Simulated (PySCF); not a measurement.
(chloromethyl)cyclopropane, C4H7Cl, SMILES ClCC1CC1, point group C1.

Force field and properties: B3LYP/pcSseg-1 (PySCF, grid level 2). Vibrational terms come from second-order perturbation theory with semi-diagonal cubic constants, by steps of ±0.6 along the normal coordinates of each isotopologue. The parent has the commonest isotopes.

Equilibrium geometry (Å):

| atom | x | y | z |
| --- | --- | --- | --- |
| Cl1 | 2.6291 | 0.7225 | 0.6570 |
| C2 | 1.3272 | -0.4882 | 0.2119 |
| C3 | 0.1718 | 0.1574 | -0.4882 |
| C4 | -1.2021 | -0.4646 | -0.3578 |
| C5 | -0.9027 | 0.8573 | 0.2982 |
| H6 | 1.0236 | -0.9569 | 1.1506 |
| H7 | 1.8233 | -1.2320 | -0.4149 |
| H8 | 0.4203 | 0.5842 | -1.4581 |
| H9 | -1.3097 | -1.3392 | 0.2804 |
| H10 | -1.8366 | -0.4812 | -1.2402 |
| H11 | -1.3380 | 1.7589 | -0.1244 |
| H12 | -0.8014 | 0.8791 | 1.3812 |

(1) Give the equilibrium and ground-state rotational constants (MHz) of parent; ²H at 11.

(2) How is the parent's vibrational correction B0 − Be made up?

(3) And its quartic centrifugal distortion constants from the harmonic force field?

(4) Which nuclear quadrupole couplings χaa, χbb, χcc (MHz) does the parent show, at equilibrium and averaged?

A mode lies under 250 cm⁻¹, where this perturbation treatment is rough. Internal rotors are held in one well.

Answers

(1) 
| species | Ae | Be | Ce | A0 | B0 | C0 | Δ0 (u Å²) | harmonic ZPE (cm⁻¹) |
| --- | --- | --- | --- | --- | --- | --- | --- | --- |
| parent | 11758 | 1993.8 | 1839 | 11639 | 1980.5 | 1825.4 | -21.750 | 22073 |
| ²H at 11 | 10937 | 1960.5 | 1792.2 | 10830 | 1947.4 | 1779.1 | -22.110 | 21363 |

Δ0 = Ic − Ia − Ib from the ground-state constants.

(2) 
```
axis  harmonic  Coriolis  cubic  total (MHz)
   a      21.3     -27.7   -113         -119
   b      2.07    -0.829  -14.6        -13.3
   c      1.22     -0.68  -14.1        -13.6
```

(3) Asymmetric top, A reduction, Ir representation: ΔJ = 0.578 kHz, ΔJK = -3.62 kHz, ΔK = 31.6 kHz, δJ = 0.0813 kHz, δK = 1.98 kHz.

(4) 35Cl at 1: -42.2, 5.8, 36.4 and -41.8, 5.5, 36.3.
